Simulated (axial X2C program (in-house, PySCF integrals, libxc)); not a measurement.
**Ionising PS**

All values come from calculations with an in-house relativistic program for diatomic molecules, spin-free (one-electron X2C) or two-component (2c: spin–orbit coupling with atomic mean-field Coulomb and Gaunt terms, which also bring small scalar terms), in Dyall basis sets with cores contracted in-house; open shells are unrestricted.

Basis sets: P dyall-v3z, S dyall-av3z.

| Hamiltonian | level | PS state | Re (Å) | ωe (cm⁻¹) | De (eV) |
| --- | --- | --- | --- | --- | --- |
| spin-free | PBE0 | M_S = 1/2, Λ = 1 | 1.901 | 764.9 | 4.35 |
| 2c | PBE0 | Ω = 1/2 | 1.902 | 764.5 | 4.37 |

Adiabatic ionisation energy (minimum to minimum, no zero-point term) and constants of PS⁺:

| Hamiltonian | level | PS⁺ state | IE (eV) | Re (Å) | ωe (cm⁻¹) | De (eV) | fragments |
| --- | --- | --- | --- | --- | --- | --- | --- |
| spin-free | PBE0 | M_S = 0, Λ = 0 | 8.07 | 1.826 | 887.6 | 6.67 | S+ + P |
| 2c | PBE0 | Ω = 0 | 8.09 | 1.826 | 887.3 | 6.67 | S+ + P |

Q: Add the zero-point terms to the ionisation energy at PBE0, 2c, and say whether the electron removed was bonding.

A: IE0 = IE + (ωe⁺ − ωe)/2 = 8.09 + (0.008) = 8.10 eV. Re changes by -0.076 Å, so the bond shortens, as on loss of an antibonding or a polarising non-bonding electron.

Q: Close the cycle De(PS⁺) + IE(PS) = De(PS) + IE(S) to find the atomic ionisation energy at PBE0, 2c.

A: IE(S) = 6.67 + 8.09 − 4.37 = 10.39 eV, for the determinants used.

Each entry is the lowest single determinant of a limited PBE0 search at one distance. De goes to single-determinant-based atoms at the same level (for ions the charge split of lowest energy) and is withheld (n/a) where an atom does not fit its ground term or J level. Main or longest-lived isotopes. One determinant is a doubtful description, or other states lie close, for PS; these need not be ground states, and all values refer to the states named. Some light 2c atoms are not at their ground J level, so De misses part of their lowering (0.04 eV or less). The functionals have no current term, which raises determinants with orbital currents.
